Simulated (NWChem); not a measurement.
CHO, doublet; SMILES O=[CH]

```xyz
3

C      0.1308     0.5783     0.0000
O     -0.0053    -0.5995     0.0000
H     -0.7420     1.3263     0.0000
```
Atoms are numbered in this order, from 1.

All runs: NWChem. Pople sets run with spherical d functions. Spin-unrestricted. In the optimisation the excess spin sits in a' (Cs, its own frame). Geometry: optimised at PBE-D3(BJ)/def2-SVP, spin-unrestricted. No stability test was run on the SCF state. Total energies compare along this basis series because the functional is fixed.

```tsv
level	basis functions	energy (Ha)	highest occupied level (eV)	lowest empty minus highest occupied level, either spin (eV)	dipole (D)
PBE0/STO-3G	11	-112.1986	(withheld)	(withheld)	(withheld)
PBE0/3-21G	20	-113.0811	-6.03	4.47	1.62
PBE0/6-31G*	30	-113.7186	-6.22	4.57	1.60
PBE0/6-31+G*	38	-113.7259	-6.56	4.42	1.78
PBE0/6-311G**	42	-113.7536	-6.38	4.54	1.65
PBE0/6-311++G**	51	-113.7577	-6.59	4.42	1.75
PBE0/def2-TZVPD	86	-113.7714	-6.58	4.46	1.67
PBE0/def2-QZVP	144	-113.7771	-6.57	4.48	1.68
```

Complete the blanks.


- PBE0/STO-3G, highest occupied level (eV): -3.40
- PBE0/STO-3G, lowest empty minus highest occupied level, either spin (eV): 4.98
- PBE0/STO-3G, dipole (D): 1.04
